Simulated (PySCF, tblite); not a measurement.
# C5H10P+: dynamics, then NMR shifts on frames

Aim: move C5H10P+ (`C[P@@H+]1C=CCC1`) away from its starting geometry and see how NMR shifts follow the geometry.

Computed with tblite 0.8.0 and PySCF 2.14.0, with density-fitted response routines of our own, on a single molecule in the gas phase. Atoms count from 0, in the outputs and in this text.

## Step 1: The starting structure

16 atoms, charge 1, multiplicity 1; geometry from: GFN2-xTB.

Bonds of the start (Å): C0–P1 1.80, P1–C2 1.78, C2–C3 1.34, C3–C4 1.49, C4–C5 1.55, C5–P1 1.82, C0–H6 1.09, C0–H7 1.09, C0–H8 1.09, P1–H9 1.38, C2–H10 1.08, C3–H11 1.08, C4–H12 1.09, C4–H13 1.09, C5–H14 1.09, C5–H15 1.09.

## Step 2: Dynamics with GFN2-xTB

The job: settings as JSON, then the geometry in Å.

```
{"job": {"kind": "md", "xc": "GFN2-xTB", "basis": "xTB", "temperature": 300, "steps": 2000, "every": 50, "frames": 5}, "charge": 1, "multiplicity": 1}
C      2.279265     0.414759     0.174877
P      0.695362     0.091272    -0.625653
C     -0.558542     1.336230    -0.392435
C     -1.671129     0.784986     0.097996
C     -1.690715    -0.684783     0.337460
C     -0.274848    -1.262141     0.114811
H      2.933723    -0.451115     0.068909
H      2.113721     0.620107     1.233318
H      2.754910     1.280560    -0.287630
H      0.943587    -0.132156    -1.967448
H     -0.415491     2.377562    -0.624977
H     -2.561252     1.355483     0.314032
H     -2.413345    -1.138625    -0.345141
H     -2.047445    -0.895070     1.346998
H      0.189452    -1.540272     1.064797
H     -0.284852    -2.147855    -0.521325
```

With the program's defaults for keys left out, this is: GFN2-xTB Langevin dynamics, gas phase.

Started as:

```console
$ OMP_NUM_THREADS=1 python probes_run.py task.json out
```

One launch serves the whole session: the jobs run in the order shown.

What it wrote:

```text
t/fs     T/K      E/eV
    0.0   244.0   -486.55850
   25.0   136.0   -486.29799
   50.0   213.9   -486.32432
   75.0   188.1   -486.30368
  100.0   209.1   -486.15441
  125.0   237.6   -486.20984
  150.0   213.8   -486.13388
  175.0   184.6   -485.96545
  200.0   271.8   -486.00460
  225.0   285.2   -486.10863
  250.0   241.3   -486.03475
  275.0   350.7   -486.11212
  300.0   251.0   -486.13299
  325.0   235.3   -486.08403
  350.0   373.1   -486.11123
  375.0   225.1   -485.93662
  400.0   275.7   -486.07052
  425.0   195.6   -485.87351
  450.0   279.1   -486.03849
  475.0   247.8   -485.93837
  500.0   259.0   -486.17109
  525.0   241.0   -486.14429
  550.0   165.4   -485.98490
  575.0   234.7   -486.11794
  600.0   203.4   -486.03932
  625.0   273.0   -486.07150
  650.0   221.3   -485.96003
  675.0   348.4   -485.98138
  700.0   325.9   -485.85607
  725.0   421.9   -486.16101
  750.0   260.4   -485.97737
  775.0   245.3   -486.10062
  800.0   199.1   -486.01185
  825.0   183.4   -485.95323
  850.0   255.8   -486.18255
  875.0   206.8   -486.04648
  900.0   234.7   -486.12834
  925.0   277.1   -486.15326
  950.0   229.9   -486.15880
  975.0   303.9   -486.05979
 1000.0   238.1   -485.93389
```

Run time: 17 s. Hardware: 1 thread of Arm Neoverse N1, shared host; peak memory 0.18 GiB.

Distance from the start (root mean square after alignment): 0 fs 0.00 Å, 200 fs 0.22 Å, 400 fs 0.39 Å, 600 fs 0.12 Å, 800 fs 0.32 Å, 1000 fs 0.21 Å.

Positions (Å) and forces (eV/Å) at 1000 fs:

```xyz
16

C     1.429    0.386    1.784   -3.017    1.646    0.480
P     0.130    0.120    0.531    1.763   -0.319   -0.091
C    -1.165    1.299    0.503   -2.959   -0.978    0.777
C    -2.350    0.667    0.862    2.234    0.047   -0.241
C    -2.255   -0.805    1.073   -0.455   -0.699   -0.282
C    -0.814   -1.345    0.914   -0.709   -0.903    0.822
H     2.118   -0.387    1.915    0.950   -0.969   -0.013
H     0.707    0.453    2.691    1.444    0.111   -0.803
H     1.845    1.369    1.546    0.288   -0.213    0.439
H     0.711   -0.009   -0.723   -0.018    0.032    0.056
H    -1.170    2.328    0.220    0.407    0.287    0.001
H    -3.317    1.120    0.969    0.020    0.262   -0.100
H    -2.860   -1.303    0.316   -0.323    0.216   -0.428
H    -2.693   -1.244    1.964   -0.123    0.680    0.550
H    -0.571   -1.970    1.843    0.258    1.035   -1.263
H    -0.806   -1.998    0.041    0.238   -0.235    0.095
```

## Step 3: Shielding tensors: 250 fs, PBE0/pcSseg-1

The job: settings as JSON, then the geometry in Å.

```
{"job": {"kind": "nmr", "xc": "PBE0", "basis": "pcSseg-1", "pop": false}, "charge": 1, "multiplicity": 1}
C      1.759100     0.761200     0.078200
P      0.150500    -0.015800    -0.473000
C     -1.286800     0.886200    -0.091100
C     -2.181700     0.203300     0.657800
C     -1.775500    -1.172600     0.982500
C     -0.327400    -1.486300     0.526600
H      2.705600     0.269800    -0.204800
H      1.826900     0.841400     1.135400
H      1.733800     1.816000    -0.397100
H      0.313500    -0.295200    -1.775000
H     -1.346800     1.940500    -0.347100
H     -3.146200     0.531200     1.017900
H     -2.414000    -1.791500     0.456000
H     -1.921400    -1.497500     2.004900
H      0.456200    -1.599200     1.327500
H     -0.311200    -2.468500    -0.034400
```

Method: GIAO PBE0/pcSseg-1 NMR shielding, non-relativistic, gas phase.

What it wrote:

```text
coarse grid: 13256 points
cycle   1  E = -537.1464448226  dE =  9.841e-01  |g| = 3.764e-01  |ddm| = 3.524e+00
cycle   2  E = -537.1418368105  dE =  4.608e-03  |g| = 3.989e-01  |ddm| = 7.726e-01
cycle   3  E = -537.1822667098  dE = -4.043e-02  |g| = 4.452e-02  |ddm| = 4.323e-01
cycle   4  E = -537.1824834641  dE = -2.168e-04  |g| = 3.504e-02  |ddm| = 6.083e-02
cycle   5  E = -537.1827924173  dE = -3.090e-04  |g| = 4.836e-03  |ddm| = 2.940e-02
cycle   6  E = -537.1827981892  dE = -5.772e-06  |g| = 1.329e-03  |ddm| = 6.132e-03
final grid: 121688 points
cycle   7  E = -537.2199658567  dE = -2.640e-05  |g| = 8.325e-03  |ddm| = 2.647e-02
cycle   8  E = -537.2199597403  dE =  6.116e-06  |g| = 9.749e-03  |ddm| = 1.466e-02
cycle   9  E = -537.2199840005  dE = -2.426e-05  |g| = 5.570e-04  |ddm| = 8.237e-03
cycle  10  E = -537.2199840692  dE = -6.869e-08  |g| = 2.431e-04  |ddm| = 7.529e-04
cycle  11  E = -537.2199840838  dE = -1.459e-08  |g| = 7.570e-05  |ddm| = 2.425e-04
cycle  12  E = -537.2199840850  dE = -1.251e-09  |g| = 2.819e-05  |ddm| = 7.829e-05
cycle  13  E = -537.2199840852  dE = -2.060e-10  |g| = 3.693e-06  |ddm| = 2.690e-05
converged SCF energy = -537.2199840852

GIAO shielding tensors (ppm)
atom      isotropic    diamagn.    paramagn.     s11        s22        s33       span
  0 C      169.208     253.904     -84.696    153.499    165.320    188.803     35.304
  1 P      321.360     968.911    -647.550    235.941    331.303    396.837    160.896
  2 C       78.393     262.935    -184.542    -20.949    108.440    147.687    168.635
  3 C        2.193     255.064    -252.871   -113.931    -26.731    147.240    261.171
  4 C      150.368     249.158     -98.789    125.582    147.700    177.822     52.241
  5 C      160.545     256.987     -96.442    135.579    165.778    180.279     44.699
  6 H       28.604      27.905       0.699     24.348     25.146     36.319     11.971
  7 H       30.214      31.167      -0.953     25.655     28.249     36.738     11.083
  8 H       27.695      27.069       0.626     22.575     25.450     35.060     12.484
  9 H       25.521      29.954      -4.433     21.560     22.908     32.095     10.535
 10 H       25.832      30.171      -4.339     22.310     25.963     29.223      6.913
 11 H       23.131      28.460      -5.329     22.000     22.569     24.824      2.824
 12 H       29.904      29.717       0.187     24.570     28.228     36.914     12.344
 13 H       28.272      27.962       0.310     22.888     26.598     35.331     12.442
 14 H       28.269      30.568      -2.299     22.683     27.041     35.084     12.401
 15 H       27.485      29.025      -1.540     22.387     25.384     34.685     12.299
```

Wall time 27 s (1 thread of Arm Neoverse N1, shared host); peak memory 0.73 GiB.

The references, computed at this level on geometries of the same kind, shield at (ppm): ¹H TMS 31.72, ¹³C TMS 186.9, ³¹P H3PO4 318.4. Their shielding less the atom's gives the shift. The references are single molecules in the gas phase, so shifts against H2O, NH3, PH3, H3PO4 or CFCl3 are not on the usual liquid scales and can be off by tens of ppm. Each atom is listed at this fixed geometry, with no averaging over motion; a spectrum would average atoms that exchange fast.

```
atoms                                                   environment  σ (ppm)  δ (ppm)
   C3                                                     alkene CH      2.2    184.7
   C2                                                     alkene CH     78.4    108.5
   C4                                               allylic sp3 CH2    150.4     36.6
   C5                                           sp3 CH2 bonded to P    160.5     26.4
   C0                                     methyl carbon bonded to P    169.2     17.7
  H11                                      hydrogen on an alkene CH    23.13     8.59
   H9  hydrogen on a phosphorus bonded to 3 C, in a 5-membered ring    25.52     6.20
  H10                                      hydrogen on an alkene CH    25.83     5.89
  H15                            hydrogen on an sp3 CH2 bonded to P    27.49     4.23
   H8                       hydrogen on a methyl carbon bonded to P    27.70     4.02
  H14                            hydrogen on an sp3 CH2 bonded to P    28.27     3.45
  H13                                hydrogen on an allylic sp3 CH2    28.27     3.44
   H6                       hydrogen on a methyl carbon bonded to P    28.60     3.11
  H12                                hydrogen on an allylic sp3 CH2    29.90     1.81
   H7                       hydrogen on a methyl carbon bonded to P    30.21     1.50
   P1             phosphorus bonded to 3 C, H, in a 5-membered ring    321.4     -3.0
```

Ring of atoms P1, C2, C3, C4, C5: NICS(0) -3.8, NICS(1) -3.9, NICS(1)zz -4.0 ppm (means of both faces).

## Step 4: Nuclear shieldings: 425 fs, PBE0/pcSseg-1

The job: settings as JSON, then the geometry in Å.

```
{"job": {"kind": "nmr", "xc": "PBE0", "basis": "pcSseg-1", "pop": false}, "charge": 1, "multiplicity": 1}
C      1.282800     0.393800     0.599200
P     -0.242800    -0.241500    -0.109000
C     -1.751400     0.758600     0.202200
C     -2.557000     0.109800     1.005500
C     -2.153100    -1.192100     1.562800
C     -0.916800    -1.748500     0.755200
H      2.111000    -0.302200     0.448500
H      1.339400     0.628500     1.640700
H      1.790400     1.319500     0.146800
H      0.021200    -0.546400    -1.443500
H     -1.970800     1.726600    -0.256200
H     -3.392500     0.619700     1.463100
H     -3.082100    -1.869700     1.502000
H     -1.840100    -1.117600     2.684600
H     -0.224300    -2.151500     1.420800
H     -1.348300    -2.453000    -0.009000
```

Level: GIAO PBE0/pcSseg-1 NMR shielding, non-relativistic, gas phase.

What it wrote:

```text
coarse grid: 13256 points
cycle   1  E = -537.1378062381  dE =  9.042e-01  |g| = 3.956e-01  |ddm| = 3.498e+00
cycle   2  E = -537.1280743225  dE =  9.732e-03  |g| = 4.377e-01  |ddm| = 8.452e-01
cycle   3  E = -537.1777818734  dE = -4.971e-02  |g| = 5.509e-02  |ddm| = 4.955e-01
cycle   4  E = -537.1782835323  dE = -5.017e-04  |g| = 3.489e-02  |ddm| = 7.111e-02
cycle   5  E = -537.1785831391  dE = -2.996e-04  |g| = 5.518e-03  |ddm| = 2.968e-02
cycle   6  E = -537.1785906307  dE = -7.492e-06  |g| = 1.598e-03  |ddm| = 6.797e-03
final grid: 121688 points
cycle   7  E = -537.2159884352  dE = -2.231e-05  |g| = 7.784e-03  |ddm| = 2.450e-02
cycle   8  E = -537.2159821692  dE =  6.266e-06  |g| = 9.269e-03  |ddm| = 1.446e-02
cycle   9  E = -537.2160045666  dE = -2.240e-05  |g| = 4.917e-04  |ddm| = 8.206e-03
cycle  10  E = -537.2160046217  dE = -5.511e-08  |g| = 1.790e-04  |ddm| = 6.257e-04
cycle  11  E = -537.2160046296  dE = -7.837e-09  |g| = 5.715e-05  |ddm| = 1.886e-04
cycle  12  E = -537.2160046303  dE = -7.109e-10  |g| = 2.351e-05  |ddm| = 6.478e-05
converged SCF energy = -537.2160046303

GIAO shielding tensors (ppm)
atom      isotropic    diamagn.    paramagn.     s11        s22        s33       span
  0 C      182.621     254.046     -71.424    174.156    175.875    197.833     23.677
  1 P      303.784     967.371    -663.587    217.537    316.729    377.087    159.550
  2 C       70.443     261.755    -191.312    -27.223    103.662    134.890    162.113
  3 C       16.471     256.390    -239.918    -97.301     -0.927    147.642    244.942
  4 C      137.693     249.877    -112.183    113.293    139.434    160.353     47.061
  5 C      159.605     255.114     -95.509    133.116    169.829    175.871     42.755
  6 H       29.777      29.668       0.109     24.382     26.591     38.358     13.975
  7 H       30.098      30.285      -0.186     24.783     27.580     37.932     13.149
  8 H       27.745      27.694       0.051     22.830     24.085     36.320     13.491
  9 H       24.662      28.785      -4.123     20.605     22.058     31.323     10.719
 10 H       25.053      29.948      -4.895     22.010     25.039     28.109      6.099
 11 H       23.946      27.721      -3.776     22.305     23.849     25.682      3.377
 12 H       26.564      24.994       1.570     21.625     24.671     33.395     11.770
 13 H       26.439      26.092       0.348     21.984     24.622     32.711     10.727
 14 H       29.860      31.918      -2.058     24.813     28.364     36.403     11.589
 15 H       27.647      28.657      -1.010     21.714     25.720     35.507     13.793
```

It took 25 s on 1 thread of Arm Neoverse N1, shared host; peak memory 0.82 GiB.

Key values: δ C3 170.5, C2 116.5, C4 49.2, C5 27.3, H11 7.77, H9 7.05 ppm.

(Part 1 of 2 ends here.)
